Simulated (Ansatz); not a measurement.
A calculation on zinc-blende InSb returned lattice constant a 6.544 Å, bulk modulus 41.6 GPa, formation enthalpy -0.043 eV/atom.

For reference: lattice constant a 6.468 Å (measured, static lattice: zero-point anharmonic expansion removed; as tabulated in Mejia-Rodriguez and Trickey (2018), arXiv:1807.09216); bulk modulus 46.1 GPa (measured, 0 K value with the zero-point phonon effect removed; as tabulated in Mejia-Rodriguez and Trickey (2018), arXiv:1807.09216); formation enthalpy -0.16 eV/atom (measured, 298 K, not corrected to a static lattice; as tabulated in Zhang et al. (2018), doi:10.1038/s41524-018-0065-z).

**Question.** Which level of theory produced these numbers?
A. PBE-D3(BJ) (Ansatz, a first-principles code)
B. PBE0 (Ansatz)
C. LDA (Ansatz)
D. RPBE (Ansatz)

**Answer.** A, PBE-D3(BJ) (Ansatz)

The others give: PBE0 6.538 Å, 45.4 GPa, -0.249 eV/atom; LDA 6.450 Å, 46.6 GPa, -0.087 eV/atom; RPBE 6.717 Å, 32.5 GPa, -0.160 eV/atom.

Unless a cell is named, each level is at its own relaxed cell (LDA 33.54, PBE-D3(BJ) 35.03, PBE0 34.93, RPBE 37.88 Å³/atom).

Caveats: an element that serves as reference has a cell well above its measured volume (RPBE); the cell is over a tenth larger than the published one: the level's own overestimate first of all, though another phase or state, or a fault of the published cell, is possible (RPBE). Ansatz's density-functional and Hartree–Fock values are scalar-relativistic unless marked +SOC, with PAW data made under PBE.
